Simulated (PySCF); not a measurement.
# C2F4 (Tetrafluoroethylene): the cost of one run

The runs use PySCF 2.14.0, with density-fitted response routines of our own; the level of theory stands in each step. All values are computed, except where a source is named. Atoms count from 0, in the outputs and in this text.

## 1. The starting structure

6 atoms, charge 0, multiplicity 1; geometry from: MMFF94s. The atoms were then displaced at random by about 0.03 Å, so the start is not that level's minimum.

Bonds of the start (Å): F0–C1 1.33, C1–F2 1.39, C1–C3 1.45, C3–F4 1.32, C3–F5 1.30.

## 2. Relaxing the molecule at PBE0-D3(BJ)/def2-SVP

The job: settings as JSON, then the geometry in Å.

```
{"job": {"xc": "PBE0", "basis": "def2-SVP", "d3": "d3bj", "grid": 1, "shake": 0.03, "kind": "geom"}, "charge": 0, "multiplicity": 1}
F     -1.242010    -0.077300     1.225610
C     -0.682820    -0.035250     0.016790
F     -1.442520    -0.093720    -1.145210
C      0.765470     0.028440    -0.033840
F      1.294800    -0.019410    -1.244720
F      1.370190     0.101220     1.112100
```

On the command line:

```bash
> OMP_NUM_THREADS=1 python probes_run.py task.json out
```

This one command runs all jobs of the session in turn.

Q: Estimate the wall time and peak memory of this first job on 1 thread of AMD EPYC 7R43, shared host.

About 19 s, with a peak of 0.35 GiB.
